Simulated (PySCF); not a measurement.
Delta-SCF ions had no search for a lower state. Excitations are Tamm–Dancoff values on a coarser integration grid. The basis has no diffuse functions, so Rydberg states are missing or too high.

Cartesian coordinates (Å):
SMILES: N#CC
```xyz
6

C     -0.4798     0.0837     0.0056
C      0.9560    -0.1668    -0.0111
N      2.1093    -0.3681    -0.0244
H     -0.9694    -0.4084    -0.8582
H     -0.9318    -0.3119     0.9368
H     -0.6843     1.1716    -0.0486
```
Charge 0, spin multiplicity 1.

Question: What LUMO, vertical ionisation energy (Delta-SCF), HOMO, HOMO–LUMO gap, S1 excitation (TDA), dipole moment and total energy does PBE-D3(BJ)/def2-TZVP // PBE-D3(BJ)/def2-SVP (PySCF 2.14.0) give?

Answer: 
```
Item                                          Value
--------------------------------------  -----------
LUMO                                       -0.41 eV
vertical ionisation energy (Delta-SCF)     12.00 eV
HOMO                                       -8.01 eV
HOMO–LUMO gap                               7.60 eV
S1 excitation (TDA)                         7.60 eV
dipole moment                                3.96 D
total energy                            -3609.26 eV
```
